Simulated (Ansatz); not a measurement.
`CCC(C)F` and `COC(C)F` differ in one atom or group.

Ansatz, PBE0-D4/def2-TZVP geometries, multiplicity 1. Each molecule was computed in one conformer, which needn't be the lowest.

```tsv
property	`CCC(C)F`
HOMO energy (B3LYP/def2-TZVPP) / eV	-8.79
LUMO energy (B3LYP/def2-TZVPP) / eV	0.93
size of the dipole moment (PBE/def2-TZVPP) / D	1.71
zero-point energy (PBE0-D4/def2-TZVP) / kJ/mol	326.9
HOMO energy (ωB97M-V/def2-TZVPP) / eV	-11.36
HOMO–LUMO gap (PBE/def2-TZVPP) / eV	7.87
```

Task: What does the change do to each property? (Estimate.)

Result: Ansatz gave: 
```json
{"property": "HOMO energy (B3LYP/def2-TZVPP) / eV", "`COC(C)F`": "-8.06", "shift": "0.73"}
{"property": "LUMO energy (B3LYP/def2-TZVPP) / eV", "`COC(C)F`": "1.15", "shift": "0.22"}
{"property": "size of the dipole moment (PBE/def2-TZVPP) / D", "`COC(C)F`": "1.43", "shift": "-0.28"}
{"property": "zero-point energy (PBE0-D4/def2-TZVP) / kJ/mol", "`COC(C)F`": "265.1", "shift": "-61.8"}
{"property": "HOMO energy (ωB97M-V/def2-TZVPP) / eV", "`COC(C)F`": "-10.73", "shift": "0.63"}
{"property": "HOMO–LUMO gap (PBE/def2-TZVPP) / eV", "`COC(C)F`": "7.35", "shift": "-0.52"}
```

With PBE0 the HOMO rises by 0.69 eV and the LUMO rises by 0.24 eV, so the gap narrows by about 0.45 eV. PBE moves the HOMO by 0.74 eV and ωB97M-V by 0.63 eV. The zero-point energy changes by -61.8 kJ/mol with -6 modes. Dipoles are sizes alone; their direction can turn.

B3LYP here is the variant with VWN-RPA as its local correlation; programs differ in this.
